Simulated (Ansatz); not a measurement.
**B2H, doublet: stretch scan**

Starting geometry (PBE0/def2-TZVP stationary point for this spin, not checked as a minimum):

```csv
atom,x (Å),y (Å),z (Å)
B,0.0000,0.0000,0.1151
B,0.0000,0.0000,-1.4076
H,0.0000,0.0000,1.2925
```

From there B2 moves along the line of the two atoms named below, all else staying in place; atoms are numbered as listed. Energies are in eV, counted from the starting geometry at the same level.

Basis 6-31G; Ansatz 0.2.0. Correlated methods freeze the noble-gas cores. Prefix R: restricted or restricted open-shell reference. Active spaces: valence = (7e, 9o) chosen from the atoms' valence shells.

Coupled cluster chose its determinant by trial CCSD, here up to 0.16 eV above the lowest Hartree–Fock solution of its kind, and MP2 stands on that determinant too. The determinant at some points fills πx and πy unequally, so it is a mixture of Σ and Δ, which weighs on every level built on one determinant. Runs in a small pair space aren't shown, since their orbitals change along the scan. A value is left out where its run failed or describes another state than the reference as far as symmetry and spin tell, or, spin-broken singlets apart, can't be checked. The reference follows the lowest state, whose symmetry changes from Σ⁺ or Δ to Π between 1.686 and 1.871.

Full CI is exact within this basis and frozen core; it isn't the basis-set limit.

| distance B1-B2 (Å) | full CI | unpaired electrons (full CI) | error RMP2 | error RCCSD | error RCCSD(T) | error BCCD(T) | error CASSCF (valence space) | error NEVPT2 (valence space) |
| --- | --- | --- | --- | --- | --- | --- | --- | --- |
| 1.194 | 3.881 | 3.01 | -0.108 | -0.017 | 0.001 | 0.000 | 0.059 | 0.022 |
| 1.376 | 0.735 | 3.02 | -0.058 | -0.008 | 0.002 | 0.002 | 0.024 | 0.009 |
| 1.523 | 0.000 | 3.03 | 0.000 | 0.000 | 0.000 | 0.000 | 0.000 | 0.000 |
| 1.686 | 0.111 | 3.04 | – | – | – | – | -0.021 | -0.009 |
| 1.871 | 0.224 | 1.16 | 0.053 | -0.100 | -0.089 | -0.093 | 0.030 | -0.001 |
| 2.092 | 0.601 | 1.16 | 0.141 | -0.073 | -0.078 | -0.082 | 0.018 | -0.004 |
| 2.488 | 1.461 | 1.26 | 0.345 | 0.050* | -0.035* | -0.028* | 0.016 | 0.005 |
| 2.884 | 2.087 | 1.34 | 0.300 | -0.078 | -0.061 | -0.051 | 0.007 | 0.027 |
| 3.408 | 2.303 | 1.17 | 0.175 | -0.167 | -0.115 | -0.117 | -0.064 | 0.028 |
| 4.182 | 2.373 | 1.17 | 0.179 | -0.178 | -0.121 | -0.123 | -0.095 | 0.017 |
| 5.276 | 2.411 | 1.17 | 0.185 | -0.180 | -0.122 | -0.123 | -0.105 | 0.013 |

An asterisk marks runs whose energy the program itself flagged as in doubt.

Unpaired electrons are Σ n²(2−n)² over natural occupations. Errors are those of relative energies. In total energy the starting point itself misses full CI by: RMP2 1.005, RCCSD 0.222, RCCSD(T) 0.135, BCCD(T) 0.137, CASSCF (valence space) 0.708, NEVPT2 (valence space) 0.220 eV.

Spread of the error over the points with a reference, to 5.276 Å (largest less smallest): NEVPT2 (valence space) 0.038, RCCSD(T) 0.124 (10 of 11 points), BCCD(T) 0.125 (10 of 11 points), CASSCF (valence space) 0.164, RCCSD 0.230 (10 of 11 points), RMP2 0.453 (10 of 11 points) eV.

Going outwards, the relative energy of RCCSD(T) first misses by more than 0.043 eV (1 kcal/mol) at 1.871 Å.

Going outwards, the relative energy of BCCD(T) first misses by more than 0.043 eV (1 kcal/mol) at 1.871 Å.

Going outwards, the relative energy of CASSCF (valence space) first misses by more than 0.043 eV (1 kcal/mol) at 3.408 Å.
